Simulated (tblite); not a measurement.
Species: C3H9PS.
SMILES: `CP(C)(C)=S`

Computed with GFN2-xTB (tblite): harmonic, unscaled wavenumbers at the GFN2-xTB geometry, gas phase. Against measured fundamentals such values can be off by several per cent, at times by over 20.

Harmonic wavenumbers (cm⁻¹): 122.8, 162.9, 163.6, 192.8, 192.9, 244.1, 244.5, 250.7, 595.3, 726.8, 727.0, 745.7, 746.1, 811.4, 811.5, 885.7, 885.9, 928.5, 1306.1, 1306.4, 1311.3, 1407.7, 1420.6, 1420.8, 1429.0, 1429.1, 1440.4, 3000.7, 3001.4, 3002.2, 3002.5, 3008.6, 3009.1, 3012.5, 3012.9, 3019.2.

A = 3545, B = 2322, C = 2322 MHz; mass 108.016 u (most abundant isotopes); point group C3v, symmetry number 3.

Task: What is the zero-point energy?

Result: Half the sum of the wavenumbers: 24489 cm⁻¹ = 292.96 kJ/mol.

Task: What is S at 500 K and 1 bar for an ideal gas of classical rigid rotors and harmonic oscillators?

Result: Translation 178.00, rotation 111.21, vibration 145.96: S = 435.2 J/(mol K).

Task: And Cp and H(500 K) − H(0)?

Result: Cp = 177.05 J/(mol K), of which vibrations give 143.79 (their classical limit is 36 R = 299.3); H(500 K) − H(0) = 55.37 kJ/mol without the zero-point energy, 38.75 from vibrations.

Task: How do the functions run with temperature in this model?

Result: 
| T (K) | S (J/(mol K)) | Cp (J/(mol K)) | H − H(0) (kJ/mol) | G − H(0) (kJ/mol) | ln q(vib) |
| --- | --- | --- | --- | --- | --- |
| 50 | 215.2 | 42.9 | 1.77 | -8.99 | 0.06 |
| 100 | 253.6 | 69.3 | 4.61 | -20.75 | 0.61 |
| 298.15 | 356.8 | 127.7 | 24.34 | -82.03 | 4.38 |
| 373.15 | 387.7 | 147.9 | 34.69 | -109.97 | 5.83 |
| 750 | 515.4 | 218.5 | 105.17 | -281.35 | 12.71 |
| 1000 | 582.4 | 247.3 | 163.61 | -418.81 | 16.81 |

q(vib) and H(0) count from the zero-point level.

Task: Blend soft modes into free rotors: weight 1/[1 + (100 cm⁻¹/ν̃)⁴] for the oscillator and the rest for a rotor with moment μB/(μ + B), μ = h/(8π²ν), B = 10⁻⁴⁴ kg m². What vibrational entropy results?

Result: 143.83 J/(mol K) in place of 145.96, which changes −T·S at 500 K by +1.07 kJ/mol.

Task: What must be added to the electronic energy to get the Gibbs energy at 500 K and 1 bar?

Result: ZPE + [H(500 K) − H(0)] − T·S = 292.96 + 55.37 − 217.59 = 130.74 kJ/mol.

Task: Which modes carry the vibrational entropy at 500 K?

Result: 122.8 cm⁻¹: 17.01; 162.9 cm⁻¹: 14.69; 163.6 cm⁻¹: 14.65; 192.8 cm⁻¹: 13.32; 192.9 cm⁻¹: 13.31; 244.1 cm⁻¹: 11.42 J/(mol K); the other 30 give 61.56 together.

Hindered rotation and anharmonicity are outside this model.

Time: 0.7 s. Hardware: one thread of an Intel Xeon Platinum 8488C, shared host with 192 logical CPUs at a one-minute load of 111. This covers the Hessian and the dipole derivatives.
